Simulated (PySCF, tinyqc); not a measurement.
Ways to converge the cycle: SCF convergence aids in the sto-3g basis, for BH, spin multiplicity 1. Computed by the program tinyqc with PySCF. RHF with one setting changed at a time; a run stops when the energy changes by less than 1e-09 hartree and the error matrix is below 1e-5. The start is the Wolfsberg-Helmholz matrix. Damping d keeps d of the old density; a shift (hartree) raises the virtual levels; DIIS n extrapolates F over n matrices.

Geometry (angstrom):
```
atom,x,y,z
B,0.0000,0.0000,0.0000
H,0.0000,0.0000,2.1390
```

lowest restricted solution found by these runs and by PySCF = -24.581429 hartree

Largest element of the error matrix X^T (FDS - SDF) X:
```
iteration,plain,damping 0.3,damping 0.6,shift 0.4,DIIS 3,DIIS 8
1,4.6e-01,4.6e-01,4.6e-01,4.6e-01,4.6e-01,4.6e-01
2,2.0e-01,1.2e-01,2.4e-01,2.3e-01,2.0e-01,2.0e-01
3,1.0e-01,1.0e-01,1.3e-01,1.0e-01,1.2e-01,1.2e-01
4,3.4e-02,7.3e-02,8.5e-02,1.0e-01,6.2e-02,6.2e-02
5,1.2e-02,5.0e-02,7.7e-02,1.0e-01,1.6e-02,4.6e-02
6,3.9e-03,3.0e-02,7.1e-02,8.8e-02,1.1e-03,1.2e-02
8,4.7e-04,9.4e-03,5.5e-02,4.9e-02,9.3e-07,2.2e-05
10,5.7e-05,2.8e-03,3.5e-02,2.0e-02,-,-
14,-,2.3e-04,1.2e-02,2.7e-03,-,-
20,-,5.5e-06,2.0e-03,1.2e-04,-,-
30,-,-,9.2e-05,-,-,-
```

How each run ends:
```
run,iterations,E (hartree),state
plain,12,-24.258570,higher
damping 0.3,21,-24.258570,higher
damping 0.6,43,-24.258570,higher
shift 0.4,25,-24.258570,higher
DIIS 3,9,-24.258570,higher
DIIS 8,9,-24.258570,higher
```

What does the comparison show, and why?

No run reaches the lowest restricted solution found. Ending on a higher stationary point: plain, damping 0.3, damping 0.6, shift 0.4, DIIS 3, DIIS 8; a small error matrix cannot reveal that, and an occupation fixed by the start is kept by symmetry or by the shape of the basin. Plain steps already contract here, so damping only slows them. DIIS 3 and DIIS 8 gain by cancelling the error over several earlier matrices, much as a quasi-Newton step does. The restricted reference is unstable here: a spin-polarised solution lies 0.0502 hartree lower (PySCF), so results built on it describe a poor reference.
